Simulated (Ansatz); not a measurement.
# CH₃AlS: small, medium and large basis sets

One table from this session's results is given with a row withheld; the runs are named, their logs left out.

Computed with Ansatz 0.2.0, Gaussian basis. Level: one geometry, several basis sets.

Levels to be run: PBE0-D4/def2-SVP; ωB97M-V/def2-SVP; PBE0-D4/def2-QZVPP; ωB97M-V/def2-QZVPP; the functionals' def2-TZVPP values are taken from earlier runs.

1 further run of the same task is left out (it didn't finish).

## The relaxed structure

All runs share one geometry, relaxed beforehand with PBE0-D4 in a triple-zeta def2 set.

SMILES `[CH2]1[AlH][S]1`, 6 atoms, charge 0, spin multiplicity 1.

Atoms are counted from 1 here; the program's logs count them from 0.

Bond lengths: C1–Al2 1.913 Å, C1–S3 1.909 Å, C1–H4 1.087 Å, C1–H5 1.087 Å, Al2–S3 2.115 Å, Al2–H6 1.567 Å. Angles: Al2–C1–S3 67.2°, Al2–C1–H4 122.7°, Al2–C1–H5 122.7°, S3–C1–H4 111.1°, S3–C1–H5 111.1°, H4–C1–H5 111.3°, C1–Al2–S3 56.3°, C1–Al2–H6 155.5°, S3–Al2–H6 148.2°, C1–S3–Al2 56.5°.

The first run:

The input, in.yaml:

```yaml
crystal:
  periodic: [false, false, false]
  atoms:
    - {symbol: C, position_ang: [-0.232493, -0.185651, -0.764286]}
    - {symbol: Al, position_ang: [0.239766, 0.501582, 0.957014]}
    - {symbol: S, position_ang: [0.528854, -1.511881, 0.378437]}
    - {symbol: H, position_ang: [-1.254360, -0.440929, -1.033998]}
    - {symbol: H, position_ang: [0.382441, -0.029699, -1.647268]}
    - {symbol: H, position_ang: [0.377894, 1.602579, 2.064003]}
basis:
  gaussian: {orbitals: def2-SVP}
hamiltonian: {xc: pbe0, dispersion: d4}
output: {orbitals: {seedname: orbitals}}
```

Run with:

```bash
$ ansatz run in.yaml --threads 2 --pin off --events-out ev --progress --plain --max-ram 4352MiB
```

Steps of the session up to this table: PBE0-D4 in def2-SVP; ωB97M-V in def2-SVP; PBE0-D4 in def2-QZVPP; ωB97M-V in def2-QZVPP.

One table of the session follows, with a row left open; its other results are not shown here.

It belongs to the step «Functionals by basis». 

```
functional       basis  HOMO (eV)
   PBE0-D4    def2-SVP      -6.84
   PBE0-D4  def2-TZVPP      -6.90
   PBE0-D4  def2-QZVPP          ?
   ωB97M-V    def2-SVP      -8.94
   ωB97M-V  def2-TZVPP      -9.00
   ωB97M-V  def2-QZVPP      -9.03
```

Q: Estimate the row for PBE0-D4, def2-QZVPP from the others.

As computed: HOMO (eV): -6.92. In the column «HOMO (eV)» it lies between ωB97M-V, def2-SVP (-8.94) and PBE0-D4, def2-TZVPP (-6.90).
